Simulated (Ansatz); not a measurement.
**Lead, fcc: convergence with Fermi-Dirac smearing**

Computed with Ansatz, r²SCAN, scalar-relativistic PAW, on the relaxed cell (a = 4.989 Å; spin not included). Errors count from a run at 500 eV on a Γ-centred 18×18×18 mesh with Fermi-Dirac smearing of 0.1 eV, extrapolated to zero width. Fixed here: cutoff 500 eV, mesh 11×11×11. The SCF starts from atomic densities corrected by a trained network.

```
width (eV)  E(σ→0) error (meV/atom)  F error (meV/atom)  P (GPa)  SCF iterations
      0.01                     -6.0                -6.1     0.00               6
      0.03                     -6.2                -6.6    -0.02               6
       0.1                     -5.2               -12.0     0.00               6
       0.2                     -2.8               -35.1     0.19               6
       0.3                     -1.2               -76.4     0.40               6
       1.0                     12.1              -882.7     4.04               6
```

What does the run at 0.6 give (width)?

E(σ→0) error (meV/atom): 8.7; F error (meV/atom): -309.4; P (GPa): 1.46; SCF iterations: 6.
